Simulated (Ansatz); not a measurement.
fcc Cu was calculated with PBE0 (Ansatz, an electronic-structure program, PAW).

Run with plane-wave cutoff 460 eV, 16×16×16 k mesh, Fermi–Dirac smearing 0.05 eV, no spin polarisation, scalar-relativistic PAW data made under PBE.

Results at a series of volumes:

```json
[
 {"V (Å³/atom)": "11.375", "E − E_lowest (meV/atom)": "12.61", "P (GPa)": "7.48"},
 {"V (Å³/atom)": "11.663", "E − E_lowest (meV/atom)": "2.80", "P (GPa)": "3.55"},
 {"V (Å³/atom)": "11.851", "E − E_lowest (meV/atom)": "0.00", "P (GPa)": "1.26"},
 {"V (Å³/atom)": "12.261", "E − E_lowest (meV/atom)": "2.41", "P (GPa)": "-3.00"},
 {"V (Å³/atom)": "12.560", "E − E_lowest (meV/atom)": "10.49", "P (GPa)": "-5.59"}
]
```

Q: Estimate the bulk modulus from the pressures at 11.851 and 12.261 Å³/atom, and compare it with a fit to all energies.

A: B = −V dP/dV. Between V = 11.851 and 12.261 Å³/atom, dP/dV = (-3.00 − (1.26))/(12.261 − 11.851) = -10.4 GPa per Å³/atom; at the midpoint 12.056 Å³/atom this gives B ≈ 125 GPa. The third-order Birch–Murnaghan fit gives V0 = 11.964 Å³/atom, B0 = 130 GPa, B′ = 5.2, which lies 4 % above that estimate.

Measured, for comparison: bulk modulus 144 GPa (0 K value with the zero-point phonon effect removed, our sources range from 140 to 145; as tabulated in Mejia-Rodriguez and Trickey (2018), arXiv:1807.09216); equilibrium volume per atom 11.62 Å³/atom (low-temperature or extrapolated to 0 K; zero-point anharmonic expansion removed; as tabulated in Csonka et al. (2009), arXiv:0903.4037). Computed (rounded) less measured: bulk modulus -10 % (-7 % to -10 % over the range), equilibrium volume per atom +2.9 %.

The computed numbers hold no vibrational or temperature effects.
